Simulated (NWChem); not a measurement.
A calculation on H4Si

SMILES: [SiH4]
```xyz
5

Si     0.0000     0.0000     0.0000
H      1.2187     0.0000     0.8618
H     -1.2187     0.0000     0.8618
H      0.0000    -1.2187    -0.8618
H      0.0000     1.2187    -0.8618
```
Charge 0, spin multiplicity 1.

All runs are NWChem calculations. All single points use one geometry, from PBE0/def2-SVP, a minimum by its harmonic frequencies.

Symmetry labels belong to the abelian group C2v used in the runs, with the axes of the coordinates shown; states degenerate in a higher group split over its labels.

B3LYP has NWChem's definition, with VWN1-RPA local correlation. The structure started from a generated list of species.

List the lowest 6 singlet excitations that TD-B3LYP/aug-cc-pVDZ, VWN1-RPA local correlation gives, with oscillator strengths.


```csv
state,symmetry,energy (eV),wavelength (nm),f
1,b1,8.54,145,0.110
2,a1,8.54,145,0.110
3,b2,8.54,145,0.110
4,a2,8.89,139,0.000
5,b1,8.89,139,0.000
6,b2,8.89,139,0.000
```
